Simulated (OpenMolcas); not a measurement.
**OH (SMILES [OH]): a chain of runs**

Aim: a series of 16 runs (ROHF/ANO-XS-MB, CASSCF(7,5)/ANO-XS-VDZP, RASPT2(7,5)/ANO-XS-VDZP, SC-NEVPT2(7,5)/ANO-XS-VDZP, CASPT2[IPEA 0](7,5)/ANO-XS-VDZP, MRCI(7,5)/ANO-XS-VDZP, CASPT2(7,5)/ANO-XS-VDZP) of OH. 

Program for the calculation: OpenMolcas 26.06.

1 further run of the same task is left out (it didn't finish).

### 1 The system as given

OH has 2 atoms, charge 0, and is taken as a doublet. As SMILES, `[OH]`. The shape is that of a PBE0-D4/def2-TZVP optimisation.

Bond lengths: O1–H2 0.973 Å.

### 2 A single-point energy at ROHF/ANO-XS-MB (DKH2) (run 1)

step1.input

```
>>> EXPORT MOLCAS_PRINT=2
&GATEWAY
Coord
2
angstrom
O        0.415880      -0.133150       0.214550
H       -0.415880       0.133150      -0.214550
Basis=ANO-XS-MB
Group=NoSym
&SEWARD
Relativistic=R02E00
&SCF
UHF
Spin=2
PrOrbitals=1 2
&RASSCF
FileOrb=$Project.UnaOrb
Spin=2
Nactel=1 0 0
Inactive=4
Ras2=1
OutOrbitals=Canonical
OrbListing=NoCore
```

On the command line:

```
$ export MOLCAS_MEM=1860
$ pymolcas step1.input > step1.log
```

The log of the run:

```text
--- Start Module: gateway ---
[...]
--- Stop Module: gateway /rc=_RC_ALL_IS_WELL_ ---
[...]
      Basis functions            6
[...]
--- Start Module: scf ---
[...]
       Convergence after   8 Iterations
[...]
::    Total SCF energy                                -75.3584975546
[...]
      Total spin, S                                     0.5010372386
[...]
--- Stop Module: scf /rc=_RC_ALL_IS_WELL_ ---
[...]
--- Start Module: rasscf ---
[...]
      Number of active orbitals                  1
[...]
      Spin quantum number                      0.5
[...]
      Active orbitals                            1
[...]
      Number of CSFs                             1
[...]
      Number of root(s) required                 1
[...]
      Convergence after  5 iterations
[...]
      printout of CI-coefficients larger than  0.05 for root  1
      energy=     -75.357817
      conf/sym  1     Coeff  Weight
             1  u   1.00000 1.00000
      Natural orbitals and occupation numbers for root  1
      sym 1:   1.000000
      ************************************************************************************************************************
      *                                                    Final results                                                     *
[...]
::    RASSCF root number  1 Total energy:    -75.35781733
[...]
      Total electronic charge=    9.000000
      Total            charge=   -0.000000
[...]
      Dipole Moment (debye):
      Origin of the operator (angstrom)=    0.3666   -0.1174    0.1891
                   X= -1.8439E+00               Y=  5.9034E-01               Z= -9.5124E-01           Total=  2.1571E+00
      Quadrupole Moment (debye*angstrom):
[...]
--- Stop Module: rasscf /rc=_RC_ALL_IS_WELL_ ---
[...]
```

Wall time 4.2 s (1 thread of AMD EPYC 7R43 (Zen 3), shared host); peak memory 0.36 GiB.

### 3 A single-point energy at CASSCF(7,5)/ANO-XS-VDZP (DKH2) (run 2)

step2.inp

```
>>> EXPORT MOLCAS_PRINT=2
&gateway
coord
2
angstrom
O        0.415880      -0.133150       0.214550
H       -0.415880       0.133150      -0.214550
basis=ANO-XS-MB
group=NoSym
&seward
relativistic=R02E00
&rasscf
fileorb=$CurrDir/step1.RasOrb
spin=2
nactel=7 0 0
inactive=1
ras2=5
orblisting=Nothing
>>> COPY $Project.RunFile RUNFIL1
>>> COPY $Project.RasOrb INPORB
&gateway
coord
2
angstrom
O        0.415880      -0.133150       0.214550
H       -0.415880       0.133150      -0.214550
basis=ANO-XS-VDZP
group=NoSym
&seward
relativistic=R02E00
>>> COPY $Project.RunFile RUNFIL2
&expbas
&rasscf
fileorb=$Project.ExpOrb
spin=2
nactel=7 0 0
inactive=1
ras2=5
orblisting=NoCore
orbappear=Compact
```

On the command line:

```
$ export MOLCAS_MEM=1860
$ pymolcas step2.inp > step2.log
```

The log of the run:

```text
[...]
      Basis functions            6
[...]
      Number of active orbitals                  5
[...]
      Spin quantum number                      0.5
[...]
      Active orbitals                            5
[...]
      Number of CSFs                            40
[...]
      Number of root(s) required                 1
[...]
      Convergence after  4 iterations
[...]
      printout of CI-coefficients larger than  0.05 for root  1
      energy=     -75.376507
      conf/sym  11111     Coeff  Weight
             1  222u0  -0.09162 0.00839
             3  22u20   0.98936 0.97882
            35  20u22   0.10273 0.01055
      Natural orbitals and occupation numbers for root  1
      sym 1:   1.999134   1.977406   1.000000   1.999569   0.023891
      ************************************************************************************************************************
      *                                                    Final results                                                     *
[...]
::    RASSCF root number  1 Total energy:    -75.37650746
[...]
      Basis functions           19
[...]
      Convergence after 11 iterations
[...]
      Natural orbitals and occupation numbers for root  1
      sym 1:   1.998981   1.977105   1.000000   1.999715   0.024199
      ************************************************************************************************************************
      *                                                    Final results                                                     *
[...]
::    RASSCF root number  1 Total energy:    -75.46182949
[...]
      Dipole Moment (debye):
      Origin of the operator (angstrom)=    0.3666   -0.1174    0.1891
                   X= -1.5285E+00               Y=  4.8937E-01               Z= -7.8854E-01           Total=  1.7882E+00
      Quadrupole Moment (debye*angstrom):
[...]
```

It took 6.3 s on 1 thread of AMD EPYC 7R43 (Zen 3), shared host; peak memory 0.36 GiB.

### 4 Energy and forces at CASSCF(7,5)/ANO-XS-VDZP (DKH2, root 1) (run 3)

step3.input

```
* HO CASSCF

&GATEWAY
 COORD
 2
 angstrom
 O        0.415880      -0.133150       0.214550
 H       -0.415880       0.133150      -0.214550
 BASIS = ANO-XS-VDZP
 GROUP = NoSym

&SEWARD
 RELATIVISTIC = R02E00

&RASSCF
 FILEORB = $CurrDir/step2.RasOrb
 SPIN = 2
 NACTEL = 7 0 0
 INACTIVE = 1
 RAS2 = 5
 ORBLISTING = NoCore
 ORBAPPEAR = Compact

&ALASKA
```

On the command line:

```
$ export MOLCAS_MEM=1860
$ pymolcas step3.input > step3.log
```

The log of the run:

```text
--- Start Module: gateway ---
[...]
--- Stop Module: gateway /rc=_RC_ALL_IS_WELL_ ---
[...]
      Basis functions           19
[...]
--- Start Module: rasscf ---
[...]
      Number of active orbitals                  5
[...]
      Spin quantum number                      0.5
[...]
      Active orbitals                            5
[...]
      Number of CSFs                            40
[...]
      Number of root(s) required                 1
[...]
      Convergence after  4 iterations
[...]
      printout of CI-coefficients larger than  0.05 for root  1
      energy=     -75.461829
      conf/sym  11111     Coeff  Weight
             3  22u20   0.99347 0.98698
            35  20u22   0.10397 0.01081
      Natural orbitals and occupation numbers for root  1
      sym 1:   1.998981   1.977105   1.000000   1.999715   0.024199
      ************************************************************************************************************************
      *                                                    Final results                                                     *
[...]
::    RASSCF root number  1 Total energy:    -75.46182949
[...]
      Total electronic charge=    9.000000
      Total            charge=   -0.000000
[...]
      Dipole Moment (debye):
      Origin of the operator (angstrom)=    0.3666   -0.1174    0.1891
                   X= -1.5285E+00               Y=  4.8937E-01               Z= -7.8854E-01           Total=  1.7882E+00
      Quadrupole Moment (debye*angstrom):
[...]
--- Stop Module: rasscf /rc=_RC_ALL_IS_WELL_ ---
[...]
--- Start Module: alaska ---
[...]
--- Stop Module: alaska /rc=_RC_ALL_IS_WELL_ ---
[...]
```

Wall time 3.9 s (1 thread of AMD EPYC 7R43 (Zen 3), shared host); peak memory 0.37 GiB.

Runs 4 to 15 aren't shown in full; the table further down has their settings and results.

### 5 Energy and gradient at CASPT2[IPEA 0](7,5)/ANO-XS-VDZP (DKH2, RICD fitting, ipea shift 0 Eh, pt2 variant SS, root 1) (run 16)

step16.inp

```
&GATEWAY
Coord
2
angstrom
O        0.415880      -0.133150       0.214550
H       -0.415880       0.133150      -0.214550
Basis=ANO-XS-VDZP
Group=NoSym
RICD
&SEWARD
Relativistic=R02E00
&RASSCF
FileOrb=$CurrDir/step2.RasOrb
Spin=2
Nactel=7 0 0
Inactive=1
Ras2=5
OrbListing=Nothing
OrbAppear=Compact
&CASPT2
IPEA=0
Imaginary=0.2
Frozen=0
Grdt
&ALASKA
```

On the command line:

```
$ export MOLCAS_MEM=1860
$ pymolcas step16.inp > step16.log
```

The log of the run:

```text
--- Start Module: gateway ---
[...]
--- Stop Module: gateway /rc=_RC_ALL_IS_WELL_ ---
[...]
      Basis functions           19
[...]
      Number of active orbitals                  5
[...]
      Spin quantum number                      0.5
[...]
      Active orbitals                            5
[...]
      Number of CSFs                            40
[...]
      Number of root(s) required                 1
[...]
      Convergence after  4 iterations
[...]
      printout of CI-coefficients larger than  0.05 for root  1
      energy=     -75.462093
      conf/sym  11111     Coeff  Weight
             3  22u20   0.99347 0.98699
            35  20u22   0.10394 0.01080
      Natural orbitals and occupation numbers for root  1
      sym 1:   1.998981   1.977117   1.000000   1.999715   0.024186
      ************************************************************************************************************************
      *                                                    Final results                                                     *
[...]
::    RASSCF root number  1 Total energy:    -75.46209311
[...]
      E2 (Variational):          -0.1319928800
      Total energy:             -75.5940859922
[...]
      Reference weight:           0.97071
[...]
      Total electronic charge=    9.000000
      Total            charge=   -0.000000
[...]
::    CASPT2 Root  1     Total energy:    -75.59408599
[...]
--- Start Module: mclr ---
[...]
      Dipole Moment (debye):
      Origin of the operator (angstrom)=    0.3666   -0.1174    0.1891
                   X= -1.5479E+00               Y=  4.9559E-01               Z= -7.9856E-01           Total=  1.8109E+00
      Quadrupole Moment (debye*angstrom):
[...]
--- Stop Module: mclr /rc=_RC_ALL_IS_WELL_ ---
--- Start Module: alaska ---
[...]
--- Stop Module: alaska /rc=_RC_ALL_IS_WELL_ ---
[...]
```

It took 4.5 s on 1 thread of AMD EPYC 7R43 (Zen 3), shared host; peak memory 0.081 GiB.

### 6 The series

```tsv
run	level	start basis	temperature	energy (Eh)	dipole moment (D) of the reference	wall time
1	ROHF/ANO-XS-MB (DKH2)	–	–	-75.357817	2.16	4.2 s
2	CASSCF(7,5)/ANO-XS-VDZP (DKH2)	ANO-XS-MB	–	-75.461829	1.79	6.3 s
3	CASSCF(7,5)/ANO-XS-VDZP (DKH2, root 1)	–	–	-75.461829	1.79	3.9 s
4	CASSCF(7,5)/ANO-XS-VDZP (DKH2, population LoProp)	–	–	-75.461829	1.79	3.3 s
5	CASSCF(7,5)/ANO-XS-VDZP (DKH2, root 1, time step au 20)	–	0	-75.461828	–	23 s
6	RASPT2(7,5)/ANO-XS-VDZP (DKH2, ipea shift 0.25 Eh, pt2 variant SS)	–	–	-75.589792	1.79	2.9 s
7	SC-NEVPT2(7,5)/ANO-XS-VDZP (DKH2, pt2 variant SC-NEVPT2)	–	–	-75.580098	1.79	2.7 s
8	CASPT2[IPEA 0](7,5)/ANO-XS-VDZP (DKH2, ipea shift 0 Eh, pt2 variant MS, 2 states averaged, sigma2 shift 0.3)	–	–	-75.591775	1.79	3.3 s
9	CASSCF(7,5)/ANO-XS-VDZP (DKH2)	–	–	-75.461829	–	47 s
10	CASSCF(7,5)/ANO-XS-VDZP (DKH2, curve step 9, vibrations 3)	–	–	-75.461865	–	0.45 s
11	CASPT2[IPEA 0](7,5)/ANO-XS-VDZP (DKH2, ipea shift 0 Eh, pt2 variant SS)	–	–	-75.592180	1.79	3.6 s
12	MRCI(7,5)/ANO-XS-VDZP (DKH2)	–	–	-75.598899	1.79	3.9 s
13	CASSCF(7,5)/ANO-XS-VDZP (DKH2)	–	298.15	-75.461864	1.79	15 s
14	CASPT2[IPEA 0](7,5)/ANO-XS-VDZP (DKH2, casscf thresholds set, ipea shift 0 Eh, pt2 variant SS)	–	–	-75.592181	1.79	3.6 s
15	CASPT2(7,5)/ANO-XS-VDZP (DKH2, ipea shift 0.25 Eh, multiplet size 2, pt2 variant MS, 3 states averaged)	–	–	-75.589875	–	5.1 s
16	CASPT2[IPEA 0](7,5)/ANO-XS-VDZP (DKH2, RICD fitting, ipea shift 0 Eh, pt2 variant SS, root 1)	–	–	-75.594086	1.79	4.5 s
```

### 7 Results

```
                                                               quantity         value
                  run 16, CASPT2[IPEA 0](7,5)/ANO-XS-VDZP: total energy  -75.59409 Eh
run 16, CASPT2[IPEA 0](7,5)/ANO-XS-VDZP: dipole moment (CASSCF density)        1.79 D
      run 16, CASPT2[IPEA 0](7,5)/ANO-XS-VDZP: largest force on an atom    0.095 eV/Å
```

In words: Over runs 1, 2, 3, 4 the dipole moment (its size) runs from 1.79 D (CASSCF(7,5)/ANO-XS-VDZP) to 2.16 D (ROHF/ANO-XS-MB). The two ends differ in method and basis. In run 1 the basis is minimal, so the values are rough. All runs together took 2.2 min, the longest 47 s.
